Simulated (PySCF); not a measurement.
# AlF₂: calculation against measurement

Isolated AlF₂, optimised in PySCF with density fitting and no spin–orbit coupling; def2 sets carry scalar-relativistic core potentials from Rb on. All levels below give a doublet of C2v symmetry: B3LYP/def2-TZVP Al–F 1.653 Å (×2), F–Al–F 119.9°; PBE/def2-TZVP Al–F 1.667 Å (×2), F–Al–F 120.7°.

Measured fundamentals (Jacox, Vibrational and Electronic Energy Levels of Polyatomic Transient Molecules, as compiled in the NIST Chemistry WebBook) beside computed harmonic wavenumbers, in cm⁻¹:

```tsv
mode as compiled	computed symmetry	measured	medium	B3LYP/def2-TZVP	PBE/def2-TZVP
a1 sym. stretch	a1	755.3	argon matrix	743	714
a1 bend	a1	253.7	argon matrix	226	213
b2 asym. stretch	b2	887.5	argon matrix	889	862
```

Question: How close does each level come?

Answer: Mean absolute differences: B3LYP/def2-TZVP 4.3 %, PBE/def2-TZVP 8.1 %. The mean ratio of measured to computed values at B3LYP/def2-TZVP is 1.046. Harmonic values should lie a little above fundamentals, yet here they lie below on average; matrices shift bands further, usually down by up to a few per cent.
